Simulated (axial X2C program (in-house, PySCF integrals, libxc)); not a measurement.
**Nuclear properties of AlS**

Computed with an axial X2C code built on PySCF integrals: two-component X2C with atomic mean-field Coulomb and Gaunt terms, Gaussian nuclei, basis S dyall-av3z, Al dyall-v3z with contracted cores.

R = 2.045 Å (near the PBE0 minimum at charge 0 of the determinant lowest at the starting distance; the state shown can have its own minimum elsewhere).

Input and command:
```json
{"zs": [16, 13], "q": 0, "bas": ["dyall-av3z", "dyall-v3z"], "r0": 2.07, "levels": ["PBE0", "HF", "BHandHLYP", "LDA", "B3LYP"], "nst": 3}
```
```bash
python soeom.py task.json out
```

Keys: zs atomic numbers; q charge; bas basis sets; r0 starting distance in Å; levels methods; nst determinants followed.

Determinant lowest in the PBE0 search, Ω = 1/2 (⟨Sz⟩ = 0.50, ⟨Lz⟩ = 0.00 at PBE0), spin on the atoms S 0.18, Al 0.32:

| level | Eeff magnitude (GV/cm) | Ws magnitude S (kHz) | Ws magnitude Al (kHz) | A∥/gI S (MHz) | qzz S (a.u.) | A∥/gI Al (MHz) | qzz Al (a.u.) | μ (D) |
| --- | --- | --- | --- | --- | --- | --- | --- | --- |
| PBE0 | 0.172 | 0.017 | 0.114 | 96.2 | 1.36 | 542 | -0.70 | 3.95 |
| HF | 0.236 | 0.0387 | 0.141 | 60.7 | 1.33 | 528 | -0.92 | 4.85 |
| BHandHLYP | 0.184 | 0.017 | 0.123 | 94.2 | 1.54 | 515 | -0.75 | 4.20 |
| LDA | 0.149 | 0.00919 | 0.105 | 133 | 1.31 | 631 | -0.62 | 3.62 |
| B3LYP | 0.163 | 0.0105 | 0.113 | 116 | 1.46 | 553 | -0.68 | 3.86 |

Determinant 0.98 eV from it at PBE0 and this distance, Ω = 3/2 (⟨Sz⟩ = 0.50, ⟨Lz⟩ = 1.00 at PBE0), spin on the atoms S 0.49, Al 0.01:

```csv
level,Eeff magnitude (GV/cm),Ws magnitude S (kHz),Ws magnitude Al (kHz),A∥/gI S (MHz),qzz S (a.u.),A∥/gI Al (MHz),qzz Al (a.u.),μ (D)
PBE0,0.00979,0.00229,0.000231,212,-1.89,10.6,-1.29,-0.03
HF,0.0176,0.00391,0.000596,217,-1.90,9.24,-1.38,-0.09
BHandHLYP,0.0106,0.00231,0.000407,221,-1.93,10.3,-1.35,0.10
LDA,0.00584,0.00141,0.000102,223,-1.97,12.3,-1.27,0.03
B3LYP,0.00809,0.0018,0.000271,221,-1.96,11.5,-1.32,0.09
```

Eeff is the effective electric field on the electron electric dipole moment in this Ω state and Ws the scalar–pseudoscalar constant of the nucleus named (defined with the proton number Z and per Ω); A∥ (defined per Ω) follows by multiplying with gI = μI/(I μN); qzz is the electric field gradient, eQq0 = 234.96 MHz × Q/barn × qzz; μ is positive if the Al end (last atom) is positive. The operators were transformed with the bare-nucleus X2C matrices; with these basis sets, hyperfine constants and field gradients can be off by tens of per cent, and where levels differ in sign neither size nor sign is settled.

Task: With Q(33S) = -0.0694 barn, gI(27Al) = 1.4566, Q(27Al) = 0.1466 barn (g factors from the IAEA table of nuclear moments by Stone; Q from Pyykkö, Mol. Phys. 2018), turn the PBE0 values of the first state into constants in MHz.

Result: eQq0(33S) = 234.96 × (-0.0694) × (1.36) = -22.2 MHz; A∥(27Al) = 542 × 1.4566 = 789 MHz; eQq0(27Al) = 234.96 × (0.1466) × (-0.70) = -24.1 MHz.

Each state is one determinant with collinear spin. Unrestricted Hartree–Fock can overshoot spin polarisation at the nuclei. Where Eeff spreads by more than a factor of two the levels disagree and none is to be relied on. The search compared states at one distance, so a state with another bond length can lie lower. Where a field gradient or hyperfine factor spreads by more than a factor of two over the levels, a constant derived from it is not to be relied on. PBE0 term energies can be off by some tenths of an eV.
